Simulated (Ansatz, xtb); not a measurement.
**Two isomers of C4H7+**

Structure X: `[CH2+]/C=C/C`, a singlet. Structure Y: `[CH2+]/C=C\C`, a singlet. Both are isolated ions in the gas phase, relaxed with r2SCAN-D4/def2-SVP; the shapes shown needn't be the lowest conformers.

X (Å):

```yaml
atoms:
  - { symbol: C, position_ang: [-0.8633, 1.9395, -0.7799] }
  - { symbol: C, position_ang: [-0.9519, 0.7576, -0.0886] }
  - { symbol: C, position_ang: [-0.1950, -0.3492, -0.5085] }
  - { symbol: C, position_ang: [-0.1908, -1.6500, 0.1225] }
  - { symbol: H, position_ang: [-1.4395, 2.8219, -0.4799] }
  - { symbol: H, position_ang: [-0.2117, 2.0390, -1.6565] }
  - { symbol: H, position_ang: [-1.6060, 0.6679, 0.7863] }
  - { symbol: H, position_ang: [0.4483, -0.2141, -1.3919] }
  - { symbol: H, position_ang: [0.8577, -1.9215, 0.3730] }
  - { symbol: H, position_ang: [-0.8429, -1.7440, 0.9990] }
  - { symbol: H, position_ang: [-0.4372, -2.4177, -0.6430] }
```

Y (Å):

```xyz
11

C     0.0902    1.4970    1.3712
C     0.4855    0.1842    1.3992
C    -0.3499   -0.8558    1.8587
C    -1.7052   -0.7759    2.3636
H     0.7684    2.2769    1.0071
H    -0.9014    1.8215    1.7046
H     1.4894   -0.0834    1.0537
H     0.0871   -1.8654    1.8298
H    -2.3348   -1.4733    1.7706
H    -2.1636    0.2181    2.4023
H    -1.7277   -1.2556    3.3654
```

Energies in hartree; the thermal terms are from r2SCAN-D4/def2-SVP harmonic frequencies (ideal gas, rigid rotor, one conformer each, 298.15 K, 1 atm) and include the zero-point energy:

|  | X | Y |
| --- | --- | --- |
| E, CCSD(T)/def2-SVP | −155.724295 | −155.719496 |
| E, MP2/def2-SVP | −155.653857 | −155.648650 |
| E, MP2/def2-TZVPP | −155.935702 | −155.930689 |
| zero-point energy | 0.095252 | 0.095527 |
| H(298 K) − E | 0.101488 | 0.101668 |
| G(298 K) − E | 0.067960 | 0.068318 |

Problem. Correct the CCSD(T) difference for the basis set by the MP2 change, then work out ΔE, ΔE₀, ΔH and ΔG for X → Y in kcal/mol (1 Eh = 627.51 kcal/mol) and the equilibrium ratio [Y]/[X].

Solution. 1. Differences Y − X: CCSD(T) +0.004799, MP2 in the small set +0.005207, MP2 in the large set +0.005013 Eh.
2. ΔE = +0.004799 + (+0.005013 − (+0.005207)) = +0.004605 Eh = +2.89 kcal/mol.
3. ΔE₀ = ΔE + ΔZPE = +0.004605 + (+0.000275) Eh = +3.06 kcal/mol.
4. ΔH = ΔE + (+0.000180) Eh = +3.00 kcal/mol.
5. ΔG = ΔE + (+0.000358) Eh = +3.11 kcal/mol, so ΔS = (ΔH − ΔG)/T = −1.6 J/(mol K).
6. kT = 0.9442 mEh, so K = [Y]/[X] = exp(−ΔG/kT) = exp(−5.26) ≈ 0.0052.

Structure X is favoured at this temperature. An error of 1 kcal/mol in ΔG would change K by a factor of 5.4. Mirror images and further conformers aren't counted.

As drawn, both hold the same kinds of bond in the same numbers.

Other levels gave ΔE = +2.6 (GFN2-xTB); +3.2 (HF/STO-3G, GFN2-xTB geometries); +3.3 (r2SCAN-D4/def2-SVP//GFN2-xTB); +2.9 (r2SCAN-D4/def2-SVP); +3.2 (HF/def2-SVP); +3.3 (MP2/def2-SVP); +3.0 (CCSD(T)/def2-SVP) kcal/mol. The correlated steps freeze 4 core orbitals. Programs: Ansatz 0.2.0, xtb 6.7.1.
